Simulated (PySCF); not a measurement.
Cl2: from constants to spectrum

RHF-CCSD(T) constants of Cl2, ¹Σg⁺ (singlet), closed shell (Cl cc-pV(D+d)Z; no relativity (PySCF 2.14); masses 34.9689 and 34.9689 u):

| Item | Value |
| --- | --- |
| ωe | 512.9 cm⁻¹ |
| ωexe | 3.08 cm⁻¹ |
| Be | 0.23281 cm⁻¹ |
| αe | 0.00166 cm⁻¹ |
| De to Cl + Cl | 1.89 eV |

What force constant and bond length do these constants imply?

Reduced mass μred = 17.484 u; k = 5.8918×10⁻⁷·μred·ωe² (u, cm⁻¹, mdyn/Å) = 2.71 mdyn/Å; Re = √(16.8576/(μred·Be)) (u, cm⁻¹, Å) = 2.035 Å.

Estimate the centrifugal constant D from the Kratzer relation and find the Dunham coefficient a1.

D = 4Be³/ωe² = 1.92e-07 cm⁻¹; a1 = −1 − αeωe/(6Be²) = -3.62.

Measured values (Huber and Herzberg, Constants of Diatomic Molecules (1979)): ωe = 559.72 cm⁻¹, ωexe = 2.675 cm⁻¹, Be = 0.24399 cm⁻¹, αe = 0.00149 cm⁻¹.

Correlated steps freeze 10 core orbitals. Correlated levels converge slowly with the basis: in double zeta they bind strong bonds too weakly, by up to about 1 eV, and carry superposition errors of some tenths. Where the molecule has an RHF reference, its open-shell atoms are computed with UHF.
